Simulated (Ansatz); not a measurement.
# Eu (bcc type): the cost of one run

Method: DFT PBE, scalar-relativistic, in Ansatz 0.2.0.

1 further run of the same task is left out (it didn't finish).

## 1. The structure to begin with

Symmetry: Im-3m, No. 229, cubic system. Conventional cell: a = 4.384 Å, b = 4.384 Å, c = 4.384 Å, α = 90.00°, β = 90.00°, γ = 90.00°. Eu (site symmetry m-3m) has 8 Eu at 3.80 Å as nearest neighbours.

Coordinates:

```xyz
1
Lattice="-2.1921 2.1921 2.1921 2.1921 -2.1921 2.1921 2.1921 2.1921 -2.1921" Properties=species:S:1:pos:R:3 pbc="T T T"
Eu    0.0000    0.0000    0.0000
```

The cell was relaxed by PAW from a hypothetical start (bcc type); it needn't be the stable phase of this composition.

## 2. Volume × 0.96, LAPW

input.yaml

```yaml
crystal:
  lattice:
    - [-2.1624327475, 2.1624327475, 2.1624327475]
    - [2.1624327475, -2.1624327475, 2.1624327475]
    - [2.1624327475, 2.1624327475, -2.1624327475]
  atoms:
    - { symbol: Eu, position: [0.0, 0.0, 0.0], spin: 7.0 }
magnetization:
  spin_polarized: true
kpoints:
  mp_grid: { grid: [14, 14, 14] }
scf:
  occupations: { method: fermi_dirac, width: 0.05 }
hamiltonian:
  xc: pbe
  pseudopotentials: { kind: all_electron, lapw: { basis_error: 0.001 } }
output:
  forces: true
  stress: true
  eigenvalues: true
```

Run with:

```sh
$ ansatz run input.yaml --threads 1 --pin off --max-ram 3072MiB --backend cpu --events-out ev --progress --plain --runs-dir out
```

**Question.** How long does this run take on 1 thread of Arm Neoverse V1, shared host?

About 35 s.
